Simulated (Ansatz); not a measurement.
## PH2 (SMILES [PH2]): methods side by side

PH2: 3 atoms, total charge 0, spin state doublet. As SMILES, `[PH2]`. The coordinates come from a PBE0-D4/def2-TZVP relaxation.

```xyz
3

P     0.5257   -0.3094    0.2582
H     0.1146    1.0515    0.1767
H    -0.6404   -0.7421   -0.4350
```

Each level gives the energy change with the P1–H3 bond stretched from 1.424 to 1.780 Å (eV). The values are calculated.

```csv
level,kind,program,value (eV),less FCI/6-31G*,CPU time (all runs)
USVWN5/6-31G* (spherical functions),LDA,Ansatz,0.65,-0.04,1.3 s
UPBE/6-31G* (spherical functions),GGA,Ansatz,0.66,-0.03,2.1 s
U-r2SCAN/6-31G* (spherical functions),meta-GGA,Ansatz,0.75,+0.06,5.7 s
U-r2SCAN0/6-31G* (spherical functions),hybrid meta-GGA,Ansatz,0.82,+0.13,5.6 s
UHSE06/6-31G* (spherical functions),range-separated hybrid,Ansatz,0.77,+0.08,3.1 s
UMP2/6-31G* (spherical functions),perturbation theory,Ansatz,0.84,+0.15,0.34 s
UCCSD(T)/6-31G* (spherical functions),coupled cluster or CI,Ansatz,0.70,+0.01,0.85 s
FCI/3-21G,exact in the basis,Ansatz,0.46,-0.23,1.2 s
FCI/6-31G* (spherical functions),exact in the basis,Ansatz,0.69,0.00,7.6 s
```

FCI/6-31G* (spherical functions) is exact within its basis and frozen core, so for wave-function methods in that basis the difference is their error; functionals converge differently with the basis, so for them it is only a difference. The first shape isn't each level's own minimum. The values span 0.46 to 0.84 eV. High-level rows in very small sets aren't better than simpler rows in larger ones. Without the sets that lack polarisation functions the rows with a basis span only 0.65 to 0.84 eV. CPU times are rough (shared hosts, several kinds of processor): they show what a rung costs within a factor of a few.
